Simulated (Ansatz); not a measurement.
Run this with Ansatz's Python interface and show what comes out.

The script, `run_dimer.py`:
```python
# -*- coding: utf-8 -*-
'''Interaction energy of two CHNO molecules, with the counterpoise correction.'''

import ansatz
import numpy as np

config = {
    'basis': 'def2-SVPD',
    'xc': 'r2SCAN',
}

FIRST = [
    ('N', (0.5064, -0.3499, -0.3509)),
    ('C', (-0.4622, 0.1859, 0.0878)),
    ('O', (-1.4978, 0.6291, 0.3387)),
    ('H', (1.4536, -0.4651, -0.0757)),
]
SECOND = [
    ('N', (2.909, -2.291, 0.4943)),
    ('C', (3.9349, -2.8916, 0.5631)),
    ('O', (4.9565, -3.4109, 0.4276)),
    ('H', (2.149, -2.0903, 1.1012)),
]

def energy(atoms, ghosts=()):
    molecule = ansatz.Crystal.molecule()
    for symbol, xyz in atoms:
        molecule = molecule.atom(symbol, xyz)
    calc = (
        molecule.calculation()
        .basis(gaussian=config['basis'])
        .functional(config['xc'])
    )
    deck = calc.input()
    if ghosts:
        deck = deck.set(ansatz.key.basis.gaussian.ghost_atoms, [{'symbol': s, 'position_ang': list(xyz)} for s, xyz in ghosts])
    return ansatz.Session.from_dict(deck).plan().execute().report['free_energy_ev']

# monomers in their own basis and in the basis of the dimer
direction = np.array([0.7854, -0.6016, 0.1456])
print('shift (A)   counterpoise-corrected interaction (kJ/mol)')
for shift in (-0.3, 0.0, 0.4, 1.0, 2.0):
    moved = [(s, tuple(np.round(np.array(xyz) + shift * direction, 4))) for s, xyz in SECOND]
    gain = energy(FIRST + moved) - energy(FIRST, moved) - energy(moved, FIRST)
    print(f'{shift:8.2f} {96.485332 * gain:14.3f}')
```

```console
$ python run_dimer.py
shift (A)   counterpoise-corrected interaction (kJ/mol)
   -0.30          4.420
    0.00         -0.284
    0.40         -0.382
    1.00          0.837
    2.00          1.144
```

The dimer is a generated trial pose of unrelaxed monomers, not a minimum, so the figure is no binding energy, and the basis set is small. This level lacks the dispersion part of the attraction (electrostatics and induction are there), which can decide the sign where the interaction is weak. Finished in 120 s on 1 thread of Arm Neoverse N1, on a shared host, peak memory 0.24 GiB.
